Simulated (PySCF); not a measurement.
Numbering as in the mapped SMILES `[CH2:1]=[N:2][CH2:3][C:4]#[N:5]`. Hydrogens are named by the atom that carries them. Ha(C1) is cis to C3; Hb(C1) is trans to C3.

Geometry: PBE0-D3(BJ)/def2-SVP; GIAO shifts from PySCF, gas phase, non-relativistic, averaged over equivalent atoms.

At PBE0/pcSseg-1 (105 basis functions, 5.8 s wall time on 1 thread of an Arm Neoverse V1, shared host):
```tsv
atoms	δ (ppm)
C1	164.5
C4	120.3
C3	52.6
N2	392.6
N5	310.2
Ha(C1)	7.54
Hb(C1)	7.40
H(C3)	4.02
```

Scale: 13C (σ = 184.41 ppm) and 1H (σ = 31.27 ppm) vs TMS; 15N (σ = 265.67 ppm) vs NH3 (reference shieldings calculated alike).

Question: Estimate the result of repeating the calculation with B3LYP/pcSseg-2.

Answer: 
```
 atoms  δ at B3LYP/pcSseg-2  change
    C1                166.7    +2.2
    C4                122.1    +1.8
    C3                 54.8    +2.2
    N2                396.3    +3.7
    N5                304.1    -6.1
Ha(C1)                 7.68   +0.14
Hb(C1)                 7.37   -0.03
 H(C3)                 4.17   +0.15
```

Chemical shifts δ = σref − σ; TMS for 13C (σ = 179.19 ppm) and 1H (σ = 31.39 ppm); 15N (σ = 258.52 ppm) vs NH3, all at this level.

The largest change is at N5 (nitrile nitrogen). Cost: 236 basis functions, 19 s wall time on 1 thread of an Arm Neoverse V1, shared host. The order of the carbon signals is the same at both levels.

Experimental scales use liquid or dissolved standards, which lie at an offset from isolated NH3 (liquid NH3: subtract about 20 ppm). Unscaled 15N shifts of sp2 nitrogen come out 20 to 40 ppm too high even then.
